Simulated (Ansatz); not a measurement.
Input for Ansatz (development build ahead of 0.2.0):

```yaml
crystal:
  periodic: [false, false, false]
  atoms:
    - { symbol: C, position_ang: [-0.00536, -0.01548, -1.22202] }
    - { symbol: C, position_ang: [0.01955, 0.04241, 0.29615] }
    - { symbol: "N", position_ang: [0.01966, -0.04542, 1.44223] }
    - { symbol: H, position_ang: [-0.00575, -1.05704, -1.59819] }
    - { symbol: H, position_ang: [-0.88239, 0.47463, -1.52927] }
    - { symbol: H, position_ang: [0.88236, 0.48497, -1.59357] }
basis:
  gaussian: { orbitals: aug-cc-pVDZ }
hamiltonian:
  xc: hf
correlation:
  method: mp2
  frozen_orbitals: { C: 1, H: 0, "N": 1 }
```

The input is written out in the form of the current development build from the run's settings.

Results

```yaml
Converged: yes
Reference_energy: -131.93976 hartree
Correlation_energy: -0.43698 hartree
Total_energy: -132.37675 hartree
Spin_squared_of_the_determinant: 0.000
```
